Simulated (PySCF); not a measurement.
**Atomic charges against the basis set**

3-methyl-2-butenenitrile, C₅H₇N.
Geometry (PBE0-D3(BJ)/def2-SVP, Å), atoms numbered from 1 in this order:
```xyz
13
C5H7N angstrom
C      0.2580    1.3530    0.3000
C     -0.3078    0.0026    0.0000
C     -1.7932   -0.0876   -0.1415
C      0.4635   -1.0962   -0.1412
C      1.8827   -1.0756   -0.0185
N      3.0396   -1.0713    0.0797
H     -0.1657    1.7431    1.2398
H     -0.0237    2.0680   -0.4902
H      1.3522    1.3401    0.3874
H     -2.1302   -1.1101   -0.3572
H     -2.2898    0.2582    0.7801
H     -2.1437    0.5746   -0.9504
H      0.0123   -2.0680   -0.3605
```

PBE0 throughout (PySCF), one geometry, spherical d and f functions. Geometry: PBE0-D3(BJ)/def2-SVP; no solvent, vibrations or thermal averaging. Atoms taken as equivalent share a column and are averaged. The first 7 of 9 kinds of atom are listed.

Mulliken charges (e):

| basis | functions | C1 | C2 | C3 | C4 | C5 | N6 | H7/H8/H9 |
| --- | --- | --- | --- | --- | --- | --- | --- | --- |
| STO-3G | 37 | -0.244 | +0.045 | -0.240 | -0.105 | +0.065 | -0.197 | +0.097 |
| 6-31G | 68 | -0.554 | +0.138 | -0.553 | -0.148 | +0.049 | -0.298 | +0.196 |
| 6-31G* | 98 | -0.600 | +0.188 | -0.590 | -0.245 | +0.203 | -0.373 | +0.205 |
| def2-SVP | 119 | +0.020 | -0.228 | -0.008 | -0.089 | -0.091 | -0.038 | +0.064 |
| 6-311+G(2d,p) | 204 | -0.857 | +0.805 | -0.651 | +0.082 | -0.208 | -0.286 | +0.169 |
| def2-TZVP | 228 | -0.359 | +0.062 | -0.349 | -0.091 | -0.226 | -0.025 | +0.144 |

IAO charges (e):

| basis | functions | C1 | C2 | C3 | C4 | C5 | N6 | H7/H8/H9 |
| --- | --- | --- | --- | --- | --- | --- | --- | --- |
| STO-3G | 37 | -0.399 | +0.043 | -0.397 | -0.187 | +0.066 | -0.160 | +0.148 |
| 6-31G | 68 | -0.447 | +0.092 | -0.440 | -0.226 | +0.120 | -0.244 | +0.164 |
| 6-31G* | 98 | -0.427 | +0.092 | -0.420 | -0.227 | +0.131 | -0.251 | +0.158 |
| def2-SVP | 119 | -0.417 | +0.093 | -0.409 | -0.229 | +0.125 | -0.242 | +0.155 |
| 6-311+G(2d,p) | 204 | -0.438 | +0.097 | -0.430 | -0.240 | +0.138 | -0.263 | +0.163 |
| def2-TZVP | 228 | -0.438 | +0.097 | -0.430 | -0.239 | +0.137 | -0.261 | +0.162 |

Hirshfeld charges (e):

```tsv
basis	functions	C1	C2	C3	C4	C5	N6	H7/H8/H9
STO-3G	37	-0.033	+0.040	-0.032	-0.027	+0.035	-0.176	+0.026
6-31G	68	-0.094	+0.054	-0.092	-0.052	+0.060	-0.224	+0.048
6-31G*	98	-0.094	+0.052	-0.092	-0.051	+0.066	-0.233	+0.048
def2-SVP	119	-0.107	+0.057	-0.105	-0.056	+0.069	-0.225	+0.051
6-311+G(2d,p)	204	-0.107	+0.043	-0.106	-0.055	+0.066	-0.235	+0.055
def2-TZVP	228	-0.111	+0.048	-0.110	-0.055	+0.068	-0.234	+0.055
```

ESP-fitted charges (e):

```json
{"basis": "STO-3G", "functions": "37", "C1": "-0.683", "C2": "+0.548", "C3": "-0.564", "C4": "-0.561", "C5": "+0.494", "N6": "-0.432", "H7/H8/H9": "+0.184"}
{"basis": "6-31G", "functions": "68", "C1": "-0.652", "C2": "+0.555", "C3": "-0.549", "C4": "-0.743", "C5": "+0.637", "N6": "-0.547", "H7/H8/H9": "+0.186"}
{"basis": "6-31G*", "functions": "98", "C1": "-0.660", "C2": "+0.568", "C3": "-0.610", "C4": "-0.662", "C5": "+0.532", "N6": "-0.495", "H7/H8/H9": "+0.187"}
{"basis": "def2-SVP", "functions": "119", "C1": "-0.587", "C2": "+0.518", "C3": "-0.542", "C4": "-0.649", "C5": "+0.526", "N6": "-0.490", "H7/H8/H9": "+0.171"}
{"basis": "6-311+G(2d,p)", "functions": "204", "C1": "-0.689", "C2": "+0.605", "C3": "-0.666", "C4": "-0.671", "C5": "+0.534", "N6": "-0.513", "H7/H8/H9": "+0.196"}
{"basis": "def2-TZVP", "functions": "228", "C1": "-0.682", "C2": "+0.612", "C3": "-0.664", "C4": "-0.675", "C5": "+0.535", "N6": "-0.510", "H7/H8/H9": "+0.192"}
```

Some averages cover members that differ in this geometry, most widely: H7/H8/H9, Mulliken in def2-TZVP +0.135 to +0.162 e.

Task: Which scheme is steadiest as the basis changes?

Result: Largest range over the bases for any column: Hirshfeld 0.08 e, IAO 0.10 e, ESP-fitted 0.18 e, Mulliken 1.03 e. Hirshfeld charges move least and Mulliken charges most, counted in e. Without the minimal STO-3G basis the ranges are Hirshfeld 0.02, IAO 0.03, ESP-fitted 0.12, Mulliken 1.03 e.

Task: How much do the charges still move between the two largest bases, 6-311+G(2d,p) and def2-TZVP?

Result: At most, over all atoms: Mulliken 0.742 e, IAO 0.002 e, Hirshfeld 0.005 e, ESP-fitted 0.007 e.

Task: What do the same runs give for the total energy, the frontier levels and the dipole moment?

Result: 
```csv
basis,energy (Eh),HOMO (eV),LUMO (eV),μ (D)
STO-3G,-246.1083,-5.78,1.59,3.78
6-31G,-249.0998,-7.41,-0.85,4.79
6-31G*,-249.1632,-7.38,-0.90,4.71
def2-SVP,-248.9858,-7.53,-1.09,4.71
"6-311+G(2d,p)",-249.2370,-7.62,-1.25,4.96
def2-TZVP,-249.2567,-7.61,-1.21,4.90
```

The dipole is fixed by the density alone, so its range of 1.18 D shows that the density itself changes with the basis, not only its division among atoms.
